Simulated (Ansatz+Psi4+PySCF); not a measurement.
A calculation with PySCF 2.14.0.

```python
from pyscf import gto, scf, mp

# the (T+d) and (D+d) sets load through basis_set_exchange
mol = gto.M(atom="""
S -0.013500 0.006440 0.017960
F 0.003400 1.226940 1.051740
F 0.010020 -1.207100 1.057760
""", basis={'F': 'cc-pvtz', 'S': 'cc-pv(t+d)z'}, charge=0, spin=0)
mf = scf.RHF(mol)
mf.kernel()
pt = mp.MP2(mf, frozen=7).run()
print(mf.e_tot, pt.e_corr, pt.e_tot)
```

The script is written out from the run's settings.

Output:

```
Converged                       : yes
Reference energy                : -596.44259 hartree
Correlation energy              : -0.67485 hartree
Total energy                    : -597.11743 hartree
Spin squared of the determinant : 0.000
```
